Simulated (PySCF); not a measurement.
# Trithiane (C3H6S3): electronic excitations

Wanted: the electronic excitations of Trithiane (C3H6S3) (`C1SCSCS1`), by calculation.

The runs use PySCF 2.14.0, with density-fitted response routines of our own; the level of theory stands in each step. All values are computed, except where a source is named. Atoms count from 0, in the outputs and in this text.

## Step 1: Starting geometry

12 atoms, charge 0, multiplicity 1; geometry from: GFN2-xTB.

Bonds of the start (Å): C0–S1 1.82, S1–C2 1.82, C2–S3 1.82, S3–C4 1.82, C4–S5 1.82, S5–C0 1.82, C0–H6 1.09, C0–H7 1.09, C2–H8 1.09, C2–H9 1.09, C4–H10 1.09, C4–H11 1.09.

## Step 2: Ultraviolet spectrum: CAM-B3LYP/def2-SVPD

The job: settings as JSON, then the geometry in Å.

```
{"job": {"kind": "uv", "xc": "CAM-B3LYP", "basis": "def2-SVPD", "nstates": 8, "ntriplets": 3}, "charge": 0, "multiplicity": 1}
C      1.576083     0.010171     0.165368
S      0.793063     1.458745     0.931919
C     -0.815276     1.356377     0.094099
S     -1.816196    -0.084078     0.565214
C     -0.769125    -1.376453    -0.164472
S      0.845122    -1.582733     0.642162
H      1.535315     0.112920    -0.918975
H      2.605925    -0.005395     0.510737
H     -0.658858     1.347551    -0.984571
H     -1.377154     2.237054     0.392216
H     -1.301262    -2.315044    -0.037991
H     -0.616438    -1.159801    -1.221733
```

Method: TDDFT CAM-B3LYP/def2-SVPD, vertical, gas phase, core orbitals frozen in the response.

What will the session give for the following? lowest singlet (CAM-B3LYP/def2-SVPD); brightest single state of those computed; lowest triplet. Wanted: lowest singlet; brightest single state of those computed; lowest triplet.

As calculated:

| quantity | value |
| --- | --- |
| lowest singlet (CAM-B3LYP/def2-SVPD) | 5.09 eV (244 nm), f = 0.000 |
| brightest single state of those computed | state 6, 6.18 eV, f = 0.055 |
| lowest triplet | 4.63 eV |

What this shows: The first singlet state (HOMO→LUMO+1 0.43, HOMO−1→LUMO 0.43) lies at 5.09 eV and is dark; of the 8 states computed, the strongest absorption comes from states 5 to 6 together at 6.18 eV. The lowest triplet lies 0.46 eV below the lowest singlet (triplets in Tamm-Dancoff, singlets in full TDDFT).
